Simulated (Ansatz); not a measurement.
Ansatz (a quantum-chemistry and plane-wave program) input (RI-MP2/def2-QZVPPD):
A basis named .json is the Basis Set Exchange file of that set.

Ansatz 0.2 input:
```yaml
crystal:
  periodic: [false, false, false]
  atoms:
    - {symbol: Be, position_ang: [-0.00000000, -0.00000000, -0.26442914]}
    - {symbol: H, position_ang: [0.00000000, 0.00000000, 1.05771654]}
basis:
  gaussian:
    orbitals: def2-QZVPPD.json
    fitting: {mean_field: def2-universal-jkfit, correlation: def2-QZVPPD-RIFIT.json}
total_charge: 1
magnetization: {spin_polarized: true, initial_magnetization: 2}
correlation: {method: mp2, electrons: outside_noble_gas}
```

End of the output:

```
integrals: 0.00 GiB planned
69 factors; integrals over basis functions are off by at most 5.7e0 eV
166 factors; integrals over basis functions are off by at most 3.4e0 eV
mean field: 0.07 GiB planned
mean field evaluation 1: about -400.4598 eV, gradient 5.5e0 eV
mean field evaluation 2: about -400.8256 eV, gradient 2.0e0 eV
mean field evaluation 4: about -400.8928 eV, gradient 7.1e-2 eV
mean field -400.89287494 eV, -14.7325414189 hartree, gradient 7.1e-7 eV, S^2 2.000014; 0 other end points of the search recorded, 0 dependent functions left out
1 core orbitals not correlated
reference -400.89287494 eV, -14.7325414189 hartree; 2, 0 occupied and 66, 68 virtual orbitals, 166 factors
second order -0.03713912 eV of doubles, -0.00000000 eV of singles
Total energy: -400.93001406 eV, -14.7339062566 hartree
```

This state (charge 1, triplet) is run at the relaxed geometry of the species with charge 1 and multiplicity 1, and is a spin state other than that species' own.
